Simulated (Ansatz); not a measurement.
Input file:

```yaml
crystal:
  periodic: [false, false, false]
  atoms:
    - {symbol: B, position_ang: [0.000000, -0.312049, 1.882697]}
    - {symbol: Al, position_ang: [0.000000, 0.153447, -0.787484]}
    - {symbol: H, position_ang: [0.000000, 0.483783, 3.246556]}
    - {symbol: H, position_ang: [0.000000, -1.244411, -2.359907]}
basis:
  gaussian: {orbitals: 6-31G}
correlation: {method: sc_nevpt2, electrons: outside_noble_gas, active_space: {window: {electrons: 8, orbitals: 10}, shells: [{species: Al, l: s, shell: 3}, {species: Al, l: p, shell: 3}, {species: B, l: s, shell: 2}, {species: B, l: p, shell: 2}, {species: H, l: s, shell: 1}]}}
```

```sh
$ ansatz run in.yaml --threads 1 --pin off --events-out ev --progress --plain --max-ram 2393MiB
```

The program prints:

```
556 factors; integrals over basis functions are off by at most 1.7e-7 eV
mean field evaluation 1: about -7277.7890 eV, gradient 1.1e1 eV
mean field evaluation 2: about -7277.7893 eV, gradient 1.1e1 eV
mean field evaluation 4: about -7278.8780 eV, gradient 1.2e0 eV
mean field evaluation 8: about -7278.8984 eV, gradient 2.0e-3 eV
mean field evaluation 16: about -7274.3505 eV, gradient 4.3e0 eV
mean field evaluation 32: about -7274.6428 eV, gradient 4.7e-4 eV
mean field -7278.89839885 eV, -267.4945823432 hartree, gradient 3.3e-6 eV, S^2 0.000000; 4 other end points of the search recorded, 0 dependent functions left out; unrestricted orbitals would lower it
reference -7278.89839885 eV, -267.4945823432 hartree; 10, 10 occupied and 16, 16 virtual orbitals, 556 factors
state -7281.97977856 eV, -267.6078209588 hartree
state -7281.97977856 eV, -267.6078209588 hartree; corrected -7282.43575870 eV, -267.6245779198 hartree
Total energy: -7282.43575870 eV, -267.6245779198 hartree
Checks for a lower state left out: starts, orbital_swaps
```

Natural occupations: 1.9417 1.9397 1.9104 1.7937 0.1643 0.0755 0.0541 0.0509 0.0353 0.0343.

For the same geometry and basis full CI lies 181.2 meV lower.

Ran on 1 thread of Arm Neoverse V1, shared host: 4.3 s wall, 0.1 GiB peak host memory.
